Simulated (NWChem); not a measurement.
# CH6Si; SMILES C[SiH3]

```xyz
8

Si     0.0000     0.0000     0.6352
C      0.0000     0.0000    -1.2459
H      0.9896     0.9896     1.1643
H      0.3622    -1.3519     1.1643
H     -1.3519     0.3622     1.1643
H     -0.2663     0.9938    -1.6368
H     -0.7275    -0.7275    -1.6368
H      0.9938    -0.2663    -1.6368
```
Atoms are numbered in this order, from 1.

All runs: NWChem. Structure relaxed at the PBE0/def2-SVP level. Total energies compare along this basis series because the functional is fixed.

```
level                     basis functions  energy (Ha)  highest occupied level (eV)  orbital gap (eV)  dipole (D)
------------------------  ---------------  -----------  ---------------------------  ----------------  ----------
Hartree-Fock/3-21G                     34    -328.5252                       -12.36             17.20        0.70
Hartree-Fock/pcseg-1                   62    -330.2588                       -12.44             15.94        0.71
Hartree-Fock/aug-pcseg-1              104    -330.2624                       -12.41             13.24        0.74
Hartree-Fock/pcseg-2                  148    -330.3166                       -12.39             14.98        0.73
Hartree-Fock/def2-TZVPP               157    -330.3208                       -12.39             15.61        0.75
```
